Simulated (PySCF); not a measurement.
N₂, SMILES N#N (connectivity only; charge and spin as stated), charge +1, multiplicity 2. Coordinates come from a PBE-D3(BJ)/def2-TZVPD optimisation.

These are PBE-D3(BJ)/def2-TZVPD in PySCF values and carry that method's errors.

Harmonic wavenumbers (cm⁻¹): 2264. Rotational constants (GHz): 58.10 (linear); symmetry number 2.

**Question.** Work out the zero-point energy and the ideal-gas rigid-rotor harmonic-oscillator thermochemistry at 298.15 K and 1 atm.

**Answer.** ZPE = ½ Σ hcν = ½ × 2264 cm⁻¹ = 13.54 kJ/mol. H − E(el) = 22.22 kJ/mol. Entropy in J/(mol K): translation 150.31, rotation 41.40, vibration 0.00, spin 5.76, total 197.47. G − E(el) = -36.66 kJ/mol. Cp = 29.12 J/(mol K).
